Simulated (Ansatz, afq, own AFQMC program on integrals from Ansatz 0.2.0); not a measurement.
**AlGeH$_{2}$, doublet → AlGeH2, quartet**

```xyz
4

Ge   -0.0108    0.0000    0.6644
Al   -0.0327    0.0000   -1.7631
H     0.8273   -1.0534   -0.3408
H     0.8273    1.0534   -0.3408
```

Connectivity, by distances: Ge–Al, 2 bridging H.

E(quartet, charge +0) − E(doublet, charge +0) at this geometry, on UHF and UHF determinants.

Basis cc-pVDZ. Only valence electrons are correlated. AFQMC by an in-house program on the Cholesky factors that Ansatz 0.2.0 writes for its CCSD(T) run. The CISD trial takes its coefficients from CCSD amplitudes. Released means that phaseless walkers are propagated on without the constraint, phases kept. Uncertainties: one standard error, sampling alone. No spin–orbit coupling. The errors of all members are added in quadrature.

No full CI on the walks' own integrals is used here; CCSDT(Q) serves as the reference and is uncertain by about the last step of the cluster series. Each member takes its own surest rung, up to full CI.

Errors are counted within cc-pVDZ, not against nature.

Cautions: inner d shell frozen; no relativity below Rb; no spin-orbit coupling; AlGeH₂ (doublet): unrestricted determinant slightly spin contaminated (⟨S²⟩ 0.85 against 0.75); AlGeH₂ (quartet): another spin lies lower; core correlation is missing, and it shifts such a gap most where an s electron is promoted.

Reference (CCSDT(Q)): 3.421 eV.

| level | vertical spin gap (eV) | error against CCSDT(Q) (eV) |
| --- | --- | --- |
| HF | 2.737 | -0.684 |
| MP2 | 3.255 | -0.166 |
| CCSD | 3.397 | -0.024 |
| CCSD(T) | 3.424 | 0.003 |
| CCSDT | 3.420 | -0.001 |
| ph-AFQMC/CISD | 3.425 ± 0.014 | 0.004 ± 0.014 |
| released AFQMC | 3.415 ± 0.017 | -0.006 ± 0.017 |

Correlation beyond CCSD(T) takes off 0.003 eV. The perturbative (T) step is worth +0.027 eV.

A walk keeps the symmetry of its determinant, which the program's search chose and which needn't be the lowest solution, so a lower state of the same spin and another symmetry isn't excluded. Released energies are given only where the last usable release times agree within the noise; a slower fall can still hide under it.
